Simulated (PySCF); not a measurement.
These are PBE0-D4/def2-TZVP (PySCF 2.14.0) values and carry that method's errors. All species are isolated molecules in the gas phase. 

Reference species (SMILES): `[Cl]` (neutral, multiplicity 2).

The highest occupied spin orbital comes out as -9.54 eV.

Changed species: `[OH]` (radical fragment; the reference has radical fragment).

Q: Predict the effect on the highest occupied spin orbital.

A: the highest occupied spin orbital goes up by 0.45 eV, to -9.09 eV.
